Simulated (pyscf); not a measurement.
One four-centre exchange on the singlet surface with elements of a group swapped. ωB97M-D3(BJ)/def2-TZVP, kJ/mol, from the separated reactants. Single points on ωB97X-D3(BJ)/def2-SVP structures (PySCF, gas phase).

| step | barrier | reaction energy | imaginary mode (i cm⁻¹) |
|---|---|---|---|
| `[Cl][GaH2]` + `[FH]` -> `[F][GaH][Cl]` + `[H][H]` | ? | ? | 1115 |
| `[ClH]` + `[Cl][GaH2]` → `[Cl][GaH][Cl]` + `[H][H]` | 35.7 | -97.5 | 1097 |
| `[ClH]` + `[Cl][InH2]` -> `[Cl][InH][Cl]` + `[H][H]` | 37.8 | -91.7 | 1173 |

Task: What belongs in the gaps?

Result: 
- `[Cl][GaH2]` + `[FH]` -> `[F][GaH][Cl]` + `[H][H]`, barrier: 30.0
- `[Cl][GaH2]` + `[FH]` -> `[F][GaH][Cl]` + `[H][H]`, reaction energy: -71.8

Row 1: On the reactant side the descent ends in an adduct with a F–Ga contact, 46.5 kJ/mol under the separated species and 71.6 kJ/mol under the saddle at ωB97X-D3(BJ)/def2-TZVP. Row 2: On the reactant side the descent ends in an adduct with a Cl–Ga contact, 37.2 kJ/mol under the separated species and 60.9 kJ/mol under the saddle at ωB97X-D3(BJ)/def2-TZVP. Row 3: On the reactant side the descent ends in an adduct with a Cl–In contact, 44.0 kJ/mol under the separated species and 66.0 kJ/mol under the saddle at ωB97X-D3(BJ)/def2-TZVP. Each row is the saddle that its search found. Elements up to Kr have no core potential and no relativistic terms here. Elements past Kr carry the def2 core potentials, without spin-orbit coupling.
